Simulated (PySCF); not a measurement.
**Löwdin shares of the frontier orbitals**

Species: C2H3OP.
Cartesian coordinates in Å at the GFN2-xTB level; atoms count from 1:
```xyz
7
C2H3OP angstrom
O      1.798   -0.267   -1.218
P      0.938   -0.037   -0.060
C     -0.698    0.690   -0.079
C     -0.738   -0.631    0.154
H      1.561    0.159    1.158
H     -1.386    1.494   -0.246
H     -1.473   -1.402    0.265
```

Method: PySCF, TDDFT CAM-B3LYP/def2-SVPD, vertical, gas phase, core orbitals frozen in the response.

Kohn–Sham orbitals with the atoms that hold most of them (Löwdin shares over 4%, at most four atoms; ? is withheld):

```json
{"orbital": "LUMO+2", "ε (eV)": "1.49", "atoms": "P2 17%, C3 16%, C4 16%, O1 15%"}
{"orbital": "LUMO+1", "ε (eV)": "1.45", "atoms": "C4 19%, C3 18%, H5 17%, H7 14%"}
{"orbital": "LUMO", "ε (eV)": "0.03", "atoms": "C4 37%, C3 37%, P2 10%, H7 6%"}
{"orbital": "HOMO", "ε (eV)": "-9.03", "atoms": "?"}
{"orbital": "HOMO-1", "ε (eV)": "-9.86", "atoms": "?"}
{"orbital": "HOMO-2", "ε (eV)": "-10.57", "atoms": "C4 33%, C3 33%, P2 13%, O1 9%"}
{"orbital": "HOMO-3", "ε (eV)": "-12.28", "atoms": "O1 45%, C4 19%, C3 18%, P2 14%"}
```

Question: Which atoms hold the HOMO, and with what shares?

Answer: O1 (bonded to P) 42%; P2 (bonded to 2 C, O and H) 19%; C4 (bonded to C, P and H) 16%; C3 (bonded to C, P and H) 16%. By element: oxygen 42%, carbon 32%, phosphorus 19%.

Question: Which atoms hold the HOMO-1, and with what shares?

Answer: O1 (bonded to P) 66%; P2 (bonded to 2 C, O and H) 14%; C3 (bonded to C, P and H) 7%; C4 (bonded to C, P and H) 7%. By element: oxygen 66%, phosphorus 14%, carbon 14%.

Question: The HOMO–LUMO gap is 9.06 eV. Where does the response calculation put the lowest singlet, and from which orbitals?

Answer: S1 is at 5.09 eV (f = 0.0022), 3.97 eV below the gap, made of HOMO→LUMO (96%). Without the coupling terms of the response equations the lowest excitation would equal the gap.

Question: One configuration dominates each of S1 and S2. Which, and how do the shares of the two leading atoms of either orbital change from the occupied to the empty one?

Answer: 
- S1 (5.09 eV, f 0.0022), HOMO→LUMO (96%): O1 42% → at most 7%, P2 19% → 10%, C4 16% → 37%, C3 16% → 37%
- S2 (6.31 eV, f 0.0000), HOMO-1→LUMO (80%): O1 66% → at most 7%, P2 14% → 10%, C4 7% → 37%, C3 7% → 37%

Löwdin shares depend on the basis, the more so with diffuse functions.
